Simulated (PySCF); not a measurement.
Telling isomers of C₄H₄F₂ apart by NMR

Theory: B3LYP/pcJ-1 coupling constants (spin–dipole term left out of most H,H and C,H couplings), PBE0/pcSseg-1 with gauge-including orbitals, GFN2-xTB structure, in PySCF (gas phase, non-relativistic, one conformer, equivalent nuclei averaged).

Shifts are taken against calculated references (same method and geometry level): TMS for $^{1}$H (σref 31.72), $^{13}$C (σref 186.93). Multiplet labels drop J under 1 Hz and among equivalent protons, and merge close values. Unscaled 3J(H,H) run several per cent high. Vicinal couplings that depend on rotamer populations or ring flexing (ring, CH–CH, X–H and H–F types) are those of the one conformer. One-bond C–F couplings are unscaled and too large by tens of Hz. Shifts are as computed. Against solution values, carbons near 30 ppm lie about +3 ppm off and those near 130 ppm about +5 ppm. Of 1211 compounds with measured shifts, 218 miss one by over three times the rms of a fit or turn the order of signals round; such compounds aren't used in these exercises. Across acyclic CH2–CH2 and CH–CH2 bonds, 3J(H,H) assumes equally populated rotamers.

(1) Tabulate the signals of `C=C1CC1(F)F`, `FC1=CC[C@H]1F`, `C#CCC(F)F` and their relative energies.

(2) What is the quickest way to tell FC1=CC[C@H]1F from C#CCC(F)F?

(3) What is the quickest way to tell C=C1CC1(F)F from FC1=CC[C@H]1F?

(4) What is the quickest way to tell C=C1CC1(F)F from C#CCC(F)F?

Results:

(1) 
```json
{"SMILES": "C=C1CC1(F)F", "carbon types": "2×C 2×CH2", "δC": "139.2, 119.7, 113.6, 20.8", "δH": "6.55 (ttd, 1H), 6.08 (ttd, 1H), 1.88 (m, 2H)", "E rel. (kcal/mol)": "9.5"}
{"SMILES": "FC1=CC[C@H]1F", "carbon types": "1×C 2×CH 1×CH2", "δC": "163.6, 116.8, 94.0, 30.7", "δH": "5.73 (m, 1H), 5.26 (ddq, 1H), 2.39 (m, 1H), 2.32 (m, 1H)", "E rel. (kcal/mol)": "0.0"}
{"SMILES": "C#CCC(F)F", "carbon types": "1×C 2×CH 1×CH2", "δC": "122.7, 81.4, 79.2, 28.7", "δH": "6.23 (tt, 1H), 2.83 (tt, 2H), 1.56 (t, 1H)", "E rel. (kcal/mol)": "3.7"}
```

Energies are electronic energies at PBE0/pcSseg-1 on these geometries, without zero-point or thermal terms, each for the one conformer computed, which needn't be the lowest.

(2) Both give the same number of carbon signals, with the same numbers of each carbon type, so the positions decide. The first has a fully substituted alkene carbon (C) at 163.6 ppm, the second an alkyne carbon (C) at 81.4 ppm. Their most deshielded carbons lie at 163.6 and 122.7 ppm. In the proton spectra the most deshielded non-exchanging signals are 5.73 (m, 1H) and 6.23 (tt, J = 61.8, 3.8 Hz, 1H).

(3) Both give the same number of carbon signals, but DEPT or the intensities differ. The first has a terminal =CH2 carbon at 119.7 ppm, the second an alkene CH at 116.8 ppm. Their most deshielded carbons lie at 139.2 and 163.6 ppm. In the proton spectra the most deshielded non-exchanging signals are 6.55 (ttd, J = 4.4, 1.6, 1.3 Hz, 1H) and 5.73 (m, 1H).

(4) Both give the same number of carbon signals, but DEPT or the intensities differ. The first has a terminal =CH2 carbon at 119.7 ppm, the second an sp3 CH bonded to 2 F at 122.7 ppm. Their most deshielded carbons lie at 139.2 and 122.7 ppm.
